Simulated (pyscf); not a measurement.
5 gas-phase steps of one pattern: four-centre exchange on the singlet surface, Cl–Ga + H–H or F–Ga + H–H or F–In + H–H broken and Cl–H + Ga–H or F–H + Ga–H or F–H + H–In formed. Single points on ωB97X-D3(BJ)/def2-SVP structures (PySCF, gas phase). Electronic energies in kcal/mol, from the separated reactants; ΔE‡ at ωB97M-D3(BJ)/def2-TZVP, beside the barrier at r²SCAN/def2-TZVP on the same structures. Rows were drawn at random from the steps of this pattern with a verified saddle, stable references and no exit in the data more than 5 kcal/mol lower.

```tsv
row	step	ΔE‡(r²SCAN)	ΔE‡
1	H₂N–InH–F (SMILES [NH2][InH][F]) + H₂ (SMILES [H][H]) → H₂N–InH₂ (SMILES [NH2][InH2]) + HF (SMILES F)	17.5	20.2
2	F–GaH–SH (SMILES [F][GaH][SH]) + H₂ (SMILES [H][H]) → HS–GaH₂ (SMILES [SH][GaH2]) + HF (SMILES F)	23.3	25.9
3	HS–Ga(Cl)–Cl (SMILES [SH][Ga]([Cl])[Cl]) + H₂ (SMILES [H][H]) → HS–GaH–Cl (SMILES [SH][GaH][Cl]) + HCl (SMILES Cl)	30.3	?
4	Cl–GaH–SeH (SMILES [Cl][GaH][SeH]) + H₂ (SMILES [H][H]) → H₂Ga–SeH (SMILES [GaH2][SeH]) + HCl (SMILES Cl)	29.4	33.3
5	HS–GaH–Cl (SMILES [SH][GaH][Cl]) + H₂ (SMILES [H][H]) → HS–GaH₂ (SMILES [SH][GaH2]) + HCl (SMILES Cl)	29.6	33.5
```

**Question.** From a straight line through the complete rows, estimate the missing barrier and say how far the line can be trusted.

**Answer.** Over the 4 complete rows the means are +24.9 (ΔE‡(r²SCAN)) and 28.2 (ΔE‡); least squares gives b = 1.11 and a = 0.5 kcal/mol, with residuals of 0.3 kcal/mol (root mean square; largest 0.5, row 2). For row 3: 0.5 + 1.11 × (+30.3) = 34.1 kcal/mol, an extrapolation. The computed barrier is 34.3 kcal/mol, 0.2 over the line. The line follows the complete rows closely. Each barrier is that of the saddle found. Elements up to Kr have no core potential and no relativistic terms here. Elements past Kr carry the def2 core potentials, without spin-orbit coupling.
